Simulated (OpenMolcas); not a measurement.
# C2F3O (SMILES F[C]1OC1(F)F): a chain of runs

Aim: a series of 11 runs (UHF/ANO-R1, CASSCF(7,6)/ANO-R1, RASSCF(7,10)/ANO-R1, CASPT2(7,6)/ANO-R1, NEVPT2(7,6)/ANO-R1, MC-PDFT[ftBLYP](7,6)/ANO-R1) of C2F3O. 

The calculation is run with OpenMolcas 26.06.

## Step 1: The molecule

C2F3O has 6 atoms, charge 0, and is taken as a doublet. As SMILES, `F[C]1OC1(F)F`. The shape is that of a GFN2-xTB optimisation.

Bond lengths: F1–C2 1.322 Å, C2–O3 1.379 Å, C2–C4 1.445 Å, O3–C4 1.387 Å, C4–F5 1.324 Å, C4–F6 1.326 Å. Angles: F1–C2–O3 120.0°, F1–C2–C4 128.4°, O3–C2–C4 58.8°, C2–O3–C4 63.0°, C2–C4–O3 58.2°, C2–C4–F5 121.3°, C2–C4–F6 124.5°, O3–C4–F5 117.8°, O3–C4–F6 116.6°, F5–C4–F6 109.2°.

## Step 2: A single-point energy at UHF/ANO-R1 (sfX2C, RICD fitting) (run 1)

struct.xyz

```xyz
6

F      0.688630    -1.643320     0.870170
C      0.366820    -0.874270    -0.155890
O     -0.950660    -0.532170    -0.374750
C     -0.060670     0.506440    -0.143610
F      0.212090     1.321010    -1.151450
F     -0.256200     1.222310     0.955530
```

step1.input

```
* C2F3O Hartree-Fock

&gateway
  coord=struct.xyz
  basis=ANO-R1
  group=NoSym
  ricd

&seward

&scf
  uhf
  spin=2
  prorbitals=1 2
```

Run with:

```sh
$ export MOLCAS_MEM=1860
$ pymolcas step1.input > step1.log
```

Log:

```text
--- Start Module: gateway ---

                                              &GATEWAY

                       available to each process: 1.9 GB of memory, 1 thread

++    Symmetry information:
      ---------------------

                    Character Table for C1

                             E
                    a        1  x, y, xy, Rz, z, xz, Ry, yz, Rx, I
--

++    Basis set information:
      ----------------------

      Basis set label: F.ANO-R...3S2P1D.

[... 238 lines left out ...]
++ Convergence information
[... 20 lines left out ...]
       Convergence after  15 Iterations
[... 4 lines left out ...]
 *                                                       Final Results                                                       *
[... 282 lines left out ...]
      Dipole Moment (debye):
[... 11 lines left out ...]
--- Stop Module: scf /rc=_RC_ALL_IS_WELL_ ---
--- Module scf spent 2 seconds ---

.##################.
.# Happy landing! #.
.##################.

    Timing: Wall=5.88 User=5.35 System=0.46
```

Wall time 6.3 s (1 thread of Intel Xeon Platinum 8488C (Sapphire Rapids), shared host); peak memory 0.079 GiB.

## Step 3: The excited states at CASSCF(7,6)/ANO-R1 (sfX2C, RICD fitting, 2 states averaged) (run 2)

struct.xyz is that of step 2.

step2.input

```
* C2F3O CASSCF

&GATEWAY
  Coord=struct.xyz
  Basis=ANO-R1
  Group=NoSym
  RICD

&SEWARD

&RASSCF
  FileOrb=$CurrDir/step1.UnaOrb
  Spin=2
  Nactel=7 0 0
  Inactive=20
  Ras2=6
  CIRoot=2 2 1
  OrbListing=Nothing
```

Run with:

```sh
$ export MOLCAS_MEM=1860
$ pymolcas step2.input > step2.log
```

Log:

```text
--- Start Module: gateway ---

                                              &GATEWAY

                       available to each process: 1.9 GB of memory, 1 thread

++    Symmetry information:
      ---------------------

                    Character Table for C1

                             E
                    a        1  x, y, xy, Rz, z, xz, Ry, yz, Rx, I
--

++    Basis set information:
      ----------------------

      Basis set label: F.ANO-R...3S2P1D.

[... 260 lines left out ...]
                                         RASSCF iterations: Energy and convergence statistics
[... 22 lines left out ...]
      conf/sym  111111     Coeff  Weight
[... 15 lines left out ...]
      Natural orbitals and occupation numbers for root  2
[... 23 lines left out ...]
::    RASSCF root number  1 Total energy:   -449.34660475
[... 127 lines left out ...]
      Dipole Moment (debye):
[... 67 lines left out ...]
--

      Average orbitals are written to the RASORB file
      Natural orbitals for root   1 are written to the RASORB.1 file
      Natural orbitals for root   2 are written to the RASORB.2 file
      Spin density orbitals for root   1 are written to the SPDORB.1 file
      Spin density orbitals for root   2 are written to the SPDORB.2 file

--- Stop Module: rasscf /rc=_RC_ALL_IS_WELL_ ---
           step2.SpdOrb.1 step2.SpdOrb.2 xmldump
--- Module rasscf spent 7 seconds ---

.##################.
.# Happy landing! #.
.##################.

    Timing: Wall=10.38 User=9.57 System=0.67
```

Run time: 11 s. Hardware: 1 thread of Intel Xeon Platinum 8488C (Sapphire Rapids), shared host; peak memory 0.08 GiB.

Runs 3 to 5 aren't shown in full; the table further down has their settings and results.

## Step 4: The excited states at CASPT2(7,6)/ANO-R1 (sfX2C, RICD fitting, ipea shift 0.25 Eh, pt2 variant SS, real shift 0.1 Eh, 2 states averaged) (run 6)

struct.xyz is that of step 3.

step6.inp

```
>>> EXPORT MOLCAS_PRINT=2

&GATEWAY
  Coord
  struct.xyz
  Basis
  ANO-R1
  Group
  NoSym
  RICD

&SEWARD

&RASSCF
  FileOrb
  $CurrDir/step2.RasOrb
  Spin
  2
  Nactel
  7 0 0
  Inactive
  20
  Ras2
  6
  CIRoot
  2 2 1
  OrbListing
  Nothing

&CASPT2
  Multistate
  all
  NoMultistate
  Shift
  0.1
```

Run with:

```sh
$ export MOLCAS_MEM=1860
$ pymolcas step6.inp > step6.log
```

Log:

```text
--- Start Module: gateway ---

                                              &GATEWAY

                       available to each process: 1.9 GB of memory, 1 thread

++    Symmetry information:
      ---------------------

                    Character Table for C1

                             E
                    a        1  x, y, xy, Rz, z, xz, Ry, yz, Rx, I
--

++    Basis set information:
      ----------------------

      Basis set label: F.ANO-R...3S2P1D.

[... 280 lines left out ...]
      printout of CI-coefficients larger than  0.05 for root  1
[... 21 lines left out ...]
      *                                                    Final results                                                     *
[... 118 lines left out ...]
      Von Neumann Entropy (Root   2) =  0.69311
[... 201 lines left out ...]
  FINAL CASPT2 RESULT:
[... 68 lines left out ...]
      Reference weight:           0.81613
[... 15 lines left out ...]
   (Skipping property calculation,
    use PROP keyword to activate)
--

  Total CASPT2 energies:
::    CASPT2 Root  1     Total energy:   -450.29732850
::    CASPT2 Root  2     Total energy:   -450.11418117

  A NEW JOBIPH FILE NAMED 'JOBMIX' IS PREPARED.
********************************************************************************
--- Stop Module: caspt2 /rc=_RC_ALL_IS_WELL_ ---
--- Module caspt2 spent 3 seconds ---

.##################.
.# Happy landing! #.
.##################.

    Timing: Wall=8.52 User=7.44 System=1.00
```

Wall time 9 s (1 thread of Intel Xeon Platinum 8488C (Sapphire Rapids), shared host); peak memory 0.081 GiB.

Runs 7 to 10 aren't shown in full; the table further down has their settings and results.

## Step 5: A calculation of the kind “spin-orbit” at CASSCF(7,6)/ANO-R1 (sfX2C, RICD fitting, 2 states averaged, second multiplicity 4, second roots 3) (run 11)

struct.xyz is that of step 4.

step11.input

```
&GATEWAY
Coord = struct.xyz
Basis = ANO-R1
Group = NoSym
RICD
AMFI
AngMom = 0.0 0.0 0.0
&SEWARD
&RASSCF
FileOrb = $CurrDir/step2.RasOrb
Spin = 2
Nactel = 7 0 0
Inactive = 20
Ras2 = 6
CIRoot = 2 2 1
OrbListing = Nothing
>>> COPY $Project.JobIph JOB001
&RASSCF
FileOrb = $CurrDir/step2.RasOrb
Spin = 4
Nactel = 7 0 0
Inactive = 20
Ras2 = 6
CIRoot = 3 3 1
OrbListing = Nothing
>>> COPY $Project.JobIph JOB002
&RASSI
NrOfJobIphs = 2 all
SpinOrbit
SOCoupling = 1
```

Run with:

```sh
$ export MOLCAS_MEM=1860
$ pymolcas step11.input > step11.log
```

Log:

```text
--- Start Module: gateway ---

                                              &GATEWAY

                       available to each process: 1.9 GB of memory, 1 thread

++    Symmetry information:
      ---------------------

                    Character Table for C1

                             E
                    a        1  x, y, xy, Rz, z, xz, Ry, yz, Rx, I
--

++    Basis set information:
      ----------------------

      Basis set label: F.ANO-R...3S2P1D.

[... 322 lines left out ...]
::    RASSCF root number  1 Total energy:   -449.34660609
[... 331 lines left out ...]
      conf/sym  111111     Coeff  Weight
[... 340 lines left out ...]
      Natural orbitals for root   1 are written to the RASORB.1 file
[... 220 lines left out ...]
::    SO-RASSI State    3     Total energy:    -449.15428239701492
[... 81 lines left out ...]
 O_p : dipole oscillator strength in velocity gauge
[... 42 lines left out ...]
 Number of problematic transitions =                    46

--

 Electric-dipole - electric-octupole not included
--- Stop Module: rassi /rc=_RC_ALL_IS_WELL_ ---

.##################.
.# Happy landing! #.
.##################.

    Timing: Wall=16.58 User=15.17 System=1.17
```

Wall time 17 s (1 thread of Intel Xeon Platinum 8488C (Sapphire Rapids), shared host); peak memory 0.08 GiB.

The roots found:

| excited state | energy (eV) | strength | label |
| --- | --- | --- | --- |
| 1 | 5.233 | 0.0122 | doublet |
| 2 | 11.223 | 0.0000 | quartet |
| 3 | 11.991 | 0.0000 | quartet |
| 4 | 12.189 | 0.0000 | quartet |

## Step 6: Overview of the runs

| run | level | task | active rule | inactive | partner | energy (Eh) | dipole moment (D) of the reference | wall time |
| --- | --- | --- | --- | --- | --- | --- | --- | --- |
| 1 | UHF/ANO-R1 (sfX2C, RICD fitting) | energy | – | – | base | -449.302578 | 0.93 | 6.3 s |
| 2 | CASSCF(7,6)/ANO-R1 (sfX2C, RICD fitting, 2 states averaged) | excited | frontier window | 20 | base | -449.346605 | 0.99 | 11 s |
| 3 | RASSCF(7,10)/ANO-R1 (sfX2C, RICD fitting, 2 states averaged) | excited | frontier window | 20 | base | not converged | – | 2.2 min |
| 4 | CASPT2(7,6)/ANO-R1 (sfX2C, RICD fitting, ipea shift 0.25 Eh, pt2 variant XMS, 2 states averaged) | excited | frontier window | 20 | base | -450.302326 | 0.99 | 9 s |
| 5 | NEVPT2(7,6)/ANO-R1 (sfX2C, RICD fitting, pt2 variant QD-SC-NEVPT2, 2 states averaged) | excited | frontier window | 20 | rattled | -450.278458 | 0.76 | 8.7 s |
| 6 | CASPT2(7,6)/ANO-R1 (sfX2C, RICD fitting, ipea shift 0.25 Eh, pt2 variant SS, real shift 0.1 Eh, 2 states averaged) | excited | frontier window | 20 | base | -450.297328 | 0.99 | 9 s |
| 7 | MC-PDFT[ftBLYP](7,6)/ANO-R1 (sfX2C, RICD fitting, 2 states averaged) | excited | frontier window | 20 | base | -451.359440 | 0.99 | 7.2 s |
| 8 | CASPT2(7,6)/ANO-R1 (sfX2C, RICD fitting, casscf thresholds set, ipea shift 0.25 Eh, pt2 variant RMS, 2 states averaged) | excited | frontier window | 20 | base | -450.298010 | 0.99 | 9.3 s |
| 9 | CASSCF(7,6)/ANO-R1 (sfX2C, RICD fitting, 2 states averaged, root 1) | gradient | frontier window | 20 | base | -449.346606 | 0.99 | 13 s |
| 10 | NEVPT2(7,6)/ANO-R1 (sfX2C, RICD fitting, multiplet size 2, pt2 variant QD-PC-NEVPT2, 3 states averaged) | magnetism | frontier window | 20 | base | -450.281587 | – | 14 s |
| 11 | CASSCF(7,6)/ANO-R1 (sfX2C, RICD fitting, 2 states averaged, second multiplicity 4, second roots 3) | spin-orbit | frontier window | 20 | base | -449.346606 | – | 17 s |

## Step 7: Results

```
                                                                     quantity          value
                  run 11, CASSCF(7,6)/ANO-R1: energy of the lowest of 5 roots  -449.34661 Eh
run 11, CASSCF(7,6)/ANO-R1: lowest excitation energy within this active space        5.23 eV
```

In words: All runs together took 4 min, the longest 2.2 min. 1 of the 11 runs gave no usable result.
